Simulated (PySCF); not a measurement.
**`C#C/C=C\C`: 4 charge schemes on one density**

Compound: C5H6.
Atom-mapped SMILES: `[CH:1]#[C:2]/[CH:3]=[CH:4]\[CH3:5]` (hydrogens: H6 on C1; H7 on C3; H8 on C4; H9, H10, H11 on C5)

Cartesian coordinates in Å at the PBE0-D3(BJ)/def2-SVP level; atoms count from 1:
```
atom  x, y, z in Å
C1     2.4056   -0.8390   -0.0262
C2     1.5588    0.0314   -0.0616
C3     0.5890    1.0720   -0.1086
C4    -0.7372    0.8895    0.0310
C5    -1.4202   -0.4125    0.2567
H6     3.1534   -1.6090    0.0061
H7     0.9727    2.0849   -0.2715
H8    -1.3725    1.7803   -0.0270
H9    -0.7044   -1.2448    0.3024
H10   -1.9965   -0.3935    1.1969
H11   -2.1458   -0.6178   -0.5480
```

Density: PBE0/pcSseg-1 (PySCF); schemes: Mulliken, IAO, Hirshfeld and ESP-fitted. Isolated species at its PBE0-D3(BJ)/def2-SVP geometry, gas phase.

Problem. Which atoms carry the lowest charge in the Mulliken, IAO, Hirshfeld and ESP-fitted schemes?

Solution. The schemes don't all agree: Mulliken C1 (-0.350); IAO C5 (-0.422); Hirshfeld C1 (-0.115); ESP-fitted C1 (-0.607).

Problem. At which atom do the 4 schemes differ most?

Solution. At C3 and C1: from -0.543 (ESP-fitted) to -0.051 e (Hirshfeld), 0.492 e apart.

Problem. For which atoms does the sign change between the 4 schemes (beyond +0.03 e in one, beyond −0.03 e in another)?

Solution. C2 and C4. Atomic charges aren't observables, and each scheme defines them in its own way.

Problem. Tabulate the Mulliken, IAO, Hirshfeld and ESP-fitted charges.

Solution. In e:

```
atom             environment  Mulliken     IAO  Hirshfeld  ESP-fitted
  C1  terminal alkyne carbon    -0.350  -0.243     -0.115      -0.607
  C2           alkyne carbon    +0.251  -0.029     -0.045      +0.345
  C3        alkene CH carbon    -0.189  -0.184     -0.051      -0.543
  C4        alkene CH carbon    -0.213  -0.101     -0.018      +0.156
  C5          allylic carbon    -0.223  -0.422     -0.113      -0.356
  H6         alkyne hydrogen    +0.068  +0.201     +0.093      +0.349
  H7        vinylic hydrogen    +0.133  +0.167     +0.056      +0.226
  H8        vinylic hydrogen    +0.113  +0.148     +0.050      +0.074
  H9         methyl hydrogen    +0.140  +0.156     +0.042      +0.130
 H10         methyl hydrogen    +0.134  +0.154     +0.050      +0.112
 H11         methyl hydrogen    +0.135  +0.154     +0.050      +0.112
```

Mean size of the charges over all atoms: ESP-fitted 0.274 e, IAO 0.178 e, Mulliken 0.177 e, Hirshfeld 0.062 e. Each set sums to the total charge, 0, to within 0.001 e. The IAO scheme projects the occupied orbitals on a minimal set of polarised atomic orbitals and counts the electrons in each atom's part of it.

Problem. Sum the charges by element.

Solution. 
| element | atoms | Mulliken | IAO | Hirshfeld | ESP-fitted |
| --- | --- | --- | --- | --- | --- |
| C | 5 | -0.723 | -0.979 | -0.341 | -1.004 |
| H | 6 | +0.723 | +0.980 | +0.341 | +1.004 |

Problem. How many electrons does the Hirshfeld scheme count on C2?

Solution. Z − q = 6 − (-0.045) = 6.045.
